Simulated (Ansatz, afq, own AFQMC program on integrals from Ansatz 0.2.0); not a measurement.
Two steps: Ansatz 0.2.0 writes the Fock matrix and Cholesky factors of the valence space, and afq projects on them the lowest state that overlaps trial and start.

```yaml
crystal:
  periodic: [false, false, false]
  atoms:
    - {symbol: H, position_ang: [0.000000, 0.000000, -1.335333]}
    - {symbol: H, position_ang: [0.000000, 0.000000, -0.007333]}
    - {symbol: Cl, position_ang: [0.000000, 0.000000, 1.342667]}
basis:
  gaussian: {orbitals: cc-pVTZ}
magnetization: {spin_polarized: true, initial_magnetization: 1}
correlation: {method: ccsd_t, electrons: outside_noble_gas, hamiltonian_folder: ham}
```

```sh
$ ansatz run in.yaml --threads 1 --pin off --events-out ev --progress --plain --max-ram 16896MiB --backend cuda --devices 0, --max-vram 18GiB
```

Options of the walk:

```
--method phaseless --trial cisd --walkers 4000 --populations 20 --least-time 60 --time-step 0.005 --steps-per-block 50 --equilibration-blocks 28 --max-blocks 4000 --target-error 0.00018 --factor-cut 1e-05 --start spin_pure --seed 1065 --release-times 0.24,0.51,0.99,1.62,2.4 --release-step 0.03 --release-every 3 --taylor-order 6
```

Times are imaginary, in 1/Eh. The walk had a cap of 192 s. With eight or more populations the least sampling time is a fifth of least-time, and the error comes from their spread.

Log:

```
orbitals 57  electrons 5 4  factors 340 of 348
reference energy -460.59349093 Eh
CCSD correlation -0.22923685 Eh in 10 cycles, weight of the determinant in the CISD state 0.9136
energy of the start -460.822468 Eh
 block  time / (1/Eh)  mean weight  energy / Eh
     1     0.250  0.9998  -460.821779
     2     0.500  1.0000  -460.824881
     3     0.750  0.9998  -460.826884
     4     1.000  1.0001  -460.828779
     5     1.250  1.0003  -460.830109
    12     3.000  0.9996  -460.831911
    19     4.750  1.0000  -460.831787
    26     6.500  1.0000  -460.831764
    33     8.250  0.9997  -460.831472
    40    10.000  1.0005  -460.831651
    47    11.750  1.0000  -460.832068
    54    13.500  1.0001  -460.831755
    61    15.250  0.9998  -460.831434
    62    15.500  1.0001  -460.832518
    68    17.000  1.0001  -460.831926
    73    18.250  1.0003  -460.830886
    75    18.750  0.9999  -460.831785
    78    19.500  1.0003  -460.831876
error from the spread of 20 populations
released: time / (1/Eh)  energy / Eh  error  mean overlap
  0.24  -460.831892  0.000102  0.9936
  0.51  -460.831913  0.000042  0.9921
  0.99  -460.831960  0.000069  0.9891
  1.62  -460.831898  0.000084  0.9851
  2.40  -460.832042  0.000100  0.9744
energy -460.831731 +/- 0.000102 Eh
(rows thinned)
```

The run passed its tests (sampling time, drift between the halves within three errors, error under three times the target), which doesn't prove that it has relaxed.

Against this walk (error 2.8 meV) on the same determinant: CCSD(T) 20.2 meV higher, CCSDT(Q) 4.7 meV lower (within the noise). The error is statistical and leaves out the bias of the constraint. Released to 2.40 1/Eh the energy lies 8 ± 4 meV (both errors) below the phaseless value, which shows part or all of the bias of the constraint, and CCSDT(Q) lies 3.8 meV above the released value.

Cautions: constraint bias not in the error.

The walk took 82 s on 1 × NVIDIA H100 80GB HBM3 with 2 threads of AMD EPYC 7R13 Processor (Zen 3), with other jobs on the host (the card was shared). The log's last line is the phaseless energy.

CCSDT and higher add their correlation energy to the determinant of the CCSD(T) run, since their own runs factorise the integrals more tightly (a shift of under 2 meV). A walk keeps the symmetry of its determinant, which the program's search chose and which needn't be the lowest solution, so a lower state of the same spin and another symmetry isn't excluded.
